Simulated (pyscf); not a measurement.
Single points on ωB97X-D3(BJ)/def2-SVP structures (PySCF, gas phase). Correlated levels are frozen-core, on RHF or UHF. ΔMP2 is the change of the MP2 total energy from the triple- to the quadruple-zeta basis.

**Question.** What is the homolytic dissociation enthalpy (298 K, CCSD(T)/def2-TZVPP + ΔMP2(QZVPP)) of the Cl–In bond of Cl–In(Cl)–Cl (SMILES [Cl][In]([Cl])[Cl]), to Cl• + [Cl–In–Cl]•?

**Answer.** Cl–In to Cl• + [Cl–In–Cl]•: 86.7 kcal/mol. The radicals are drawn with the spin at the cut bond; how far it spreads was not checked. The CCSD(T) − MP2 part came from Ansatz, without density fitting, on the same reference. The frozen core leaves the outer d or s,p core shells of the metals and heavy elements correlated in the MP2 and CC values, and def2-TZVPP describes them poorly, which can shift differences by a few kcal/mol. Left out: the spin-orbit lowering of Cl. Elements past Kr carry the def2 core potentials, without spin-orbit coupling.
